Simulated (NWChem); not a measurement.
**CHF (SMILES [CH]F): PW86PBE/6-31G(d) (Cartesian functions)**

What is the energy change on altering one bond length of CHF at PW86PBE/6-31G* (Cartesian functions)? 

The results are computed with NWChem 7.3.0.

2 further runs of the same task are left out: 2 set aside as unsound or not needed.

### 1 Starting point

The species is CHF (3 atoms), meant as a singlet with charge 0. As SMILES, `[CH]F`. The coordinates come from a GFN2-xTB relaxation.

Bond lengths: C1–F2 1.316 Å, C1–H3 1.069 Å. Angles: F2–C1–H3 121.3°.

### 2 The charge distribution at PW86PBE/6-31G(d) (Cartesian functions)

nw.nw

```
start nw
memory 2200 mb
charge 0

geometry units angstrom noautosym nocenter noautoz
  C       -0.128130      -0.359190      -0.106370
  F        0.969610      -0.011280       0.530170
  H       -0.841470       0.370470      -0.423800
end

basis "ao basis" cartesian
  C library 6-31G*
  F library 6-31G*
  H library 6-31G*
end

dft
  xc xperdew86 cpbe96
  grid fine
  print medium
end

property
  electrondensity
  efield
  dipole
  quadrupole
end

task dft property
```

Launch:

```console
$ nwchem nw.nw > nw.out
```

The program printed, cut to the lines that bear on the results:

```text
[...]
          Wavefunction type:  closed shell.
          No. of atoms     :     3
          No. of electrons :    16
[...]
          Charge           :     0
          Spin multiplicity:     1
[...]
          AO basis - number of functions:    32
[...]
              XC Information
              --------------
                   Perdew 1986 Exchange Functional  1.000
            Perdew 1991 LDA Correlation Functional  1.000 local
           PerdewBurkeErnz. Correlation Functional  1.000 non-local
[...]
 d= 0,ls=0.0,diis     1   -138.3895737256 -1.65D+02  3.57D-02  4.69D-01     0.3
[...]
 d= 0,ls=0.0,diis     8   -138.4439583441  6.32D-09  5.66D-06  1.29D-07     1.3
         Total DFT energy =     -138.443958344132
      One electron energy =     -243.765745798495
           Coulomb energy =       94.554282858242
    Exchange-Corr. energy =      -16.208521671361
 Nuclear repulsion energy =       26.976026267482
[...]
   Dipole moment        1.6558351310 Debye(s)
             DMX       -0.1959978761 DMXEFC        0.0000000000
             DMY        1.6431705832 DMYEFC        0.0000000000
             DMZ        0.0580107574 DMZEFC        0.0000000000
   -EFC- dipole         0.0000000000 DEBYE(S)
   Total dipole         1.6558351310 DEBYE(S)
[...]
```

It took 1.8 s on 1 thread of Intel Xeon Platinum 8275CL at 3.00GHz (Skylake/Cascade Lake), shared host; peak memory 0.11 GiB.

### 3 The distorted shape at the same level

input.nw

```
start input
title "CHF properties"
memory 2200 mb

geometry noautosym nocenter
  zmatrix
    C
    F 1 1.315773
    H 1 1.60298 2 121.33647
  end
end

basis "ao basis" cartesian
  C library 6-31G*
  F library 6-31G*
  H library 6-31G*
end

dft
  xc xperdew86 cpbe96
  mult 1
  grid fine
end

property
  electrondensity
  efield
  dipole
  quadrupole
end

task dft property
```

Launch:

```console
$ nwchem input.nw > input.out
```

The program printed, cut to the lines that bear on the results:

```text
[...]
          Wavefunction type:  closed shell.
          No. of atoms     :     3
          No. of electrons :    16
[...]
          Charge           :     0
          Spin multiplicity:     1
[...]
          AO basis - number of functions:    32
[...]
              XC Information
              --------------
                   Perdew 1986 Exchange Functional  1.000
            Perdew 1991 LDA Correlation Functional  1.000 local
           PerdewBurkeErnz. Correlation Functional  1.000 non-local
[...]
 d= 0,ls=0.0,diis     1   -138.3247013597 -1.64D+02  5.19D-02  6.29D-01     0.3
[...]
 d= 0,ls=0.0,diis    10   -138.4116662021 -7.19D-09  2.42D-07  8.40D-11     1.6
         Total DFT energy =     -138.411666202121
      One electron energy =     -240.714053660889
           Coulomb energy =       92.801619257116
    Exchange-Corr. energy =      -16.066484595970
 Nuclear repulsion energy =       25.567252797622
[...]
   Dipole moment        0.9954588662 Debye(s)
             DMX        0.2899857690 DMXEFC        0.0000000000
             DMY        0.0000000711 DMYEFC        0.0000000000
             DMZ        0.9522849406 DMZEFC        0.0000000000
   -EFC- dipole         0.0000000000 DEBYE(S)
   Total dipole         0.9954588662 DEBYE(S)
[...]
```

Run time: 2.2 s. Hardware: 1 thread of Intel Xeon Platinum 8275CL at 3.00GHz (Skylake/Cascade Lake), shared host; peak memory 0.11 GiB.

### 4 Summary of results

At PW86PBE/6-31G* (Cartesian functions):

| quantity | value |
| --- | --- |
| first shape: total energy | -138.44396 Eh |
| first shape: dipole moment | 1.66 D |
| first shape: HOMO energy | -4.42 eV |
| first shape: LUMO energy | -3.58 eV |
| first shape: HOMO–LUMO gap | 0.84 eV |
| distorted shape: total energy | -138.41167 Eh |
| distorted shape: dipole moment | 1.00 D |
| distorted shape: HOMO energy | -5.35 eV |
| distorted shape: LUMO energy | -4.05 eV |
| distorted shape: HOMO–LUMO gap | 1.30 eV |
| energy change with the C1–H3 bond stretched from 1.069 to 1.603 Å | 0.879 eV |

One bond (distorted shape) is far stretched, which a spin-restricted single reference describes badly; a broken-symmetry solution may lie lower. With the C1–H3 bond stretched from 1.069 to 1.603 Å the energy rises by 0.88 eV (84.8 kJ/mol). The first shape isn't relaxed at this level, so the change isn't measured from a minimum. A restricted reference can't describe the breaking bond well at this length.
